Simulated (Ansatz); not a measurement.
Saddle point of SiNH₇S, singlet (SiNH₅ ([NH2][SiH3]) + H₂S → SiH₄S ([SiH3][SH]) + NH₃; bonds formed: Si1–S7, N2–H6; bonds broken: Si1–N2, H6–S7), PBE0-D4/def2-TZVP structure:

Si1  (-0.959, 0.444, 0.009)
N2  (0.133, -1.005, 0.409)
H3  (-0.928, 0.783, -1.423)
H4  (-2.278, -0.247, 0.220)
H5  (-0.887, 1.471, 1.060)
H6  (1.097, -0.431, 0.286)
S7  (1.791, 1.240, -0.181)
H8  (-0.001, -1.378, 1.345)
H9  (0.056, -1.768, -0.258)
H10  (1.975, 0.890, -1.465)
(Å)

Energies are electronic, without zero-point energy. Barriers and step energies count from the start structure reached by relaxing down the imaginary mode; all methods use the PBE0-D4 structures, on which another method's saddle can fall below an end. Ansatz 0.2.0; basis: def2-TZVPP, with def2-QZVPP for the basis limit; cores frozen in the correlated methods. B3LYP uses VWN-RPA correlation. Extrapolation: Hartree–Fock as exp(−7.88 √X), correlation as X^−2.97.

```csv
method,barrier (kJ/mol),step energy (kJ/mol)
SPW92,44.2,-23.7
PBE-D4,65.9,-24.7
BLYP-D4,82.1,-16.0
r2SCAN-D4,?,-21.6
B97M-V,92.7,-21.7
PBE0-D4,74.9,-23.7
B3LYP-D4,88.6,-15.4
r2SCAN0-D4,?,-21.5
BHLYP-D4,99.0,-15.0
CAM-B3LYP-D4,95.3,-11.1
wB97X-V,93.2,-18.3
wB97M-V,?,-20.5
B2PLYP,95.1,-12.9
PBE-QIDH,84.5,-20.9
RPA on PBE,101.7,-12.8
HF,133.4,-5.3
MP2,90.2,-17.6
CCSD,103.8,-13.7
CCSD(T),96.4,-15.8
```

Fill in the withheld barriers. (Judge from chemistry; the value comes from the calculation.)

The calculation gives: r2SCAN0-D4 81.0; wB97M-V 88.4; r2SCAN-D4 75.9 kJ/mol. Each is the energy of the saddle less that of the start structure, by the same method.

For comparison, the barrier by CCSD(T) at an estimated basis limit (MP2 extrapolated from triple and quadruple zeta, plus CCSD(T) − MP2 in triple zeta) is 90.9 kJ/mol.

No T1 diagnostic of these runs exceeds 0.011.

Labels in which every atom is bracketed show which atoms are joined, not bond orders.

For scale, one of the runs: CCSD(T)/def2-TZVPP, 213 basis functions, launched by `ansatz run in.yaml --threads 4 --pin off --events-out ev --progress --plain --max-ram 9574MiB`. Time: 39 s of wall clock on 4 CPU threads of an Arm Neoverse V1; the host was shared. Peak host memory: 2.8 GiB.
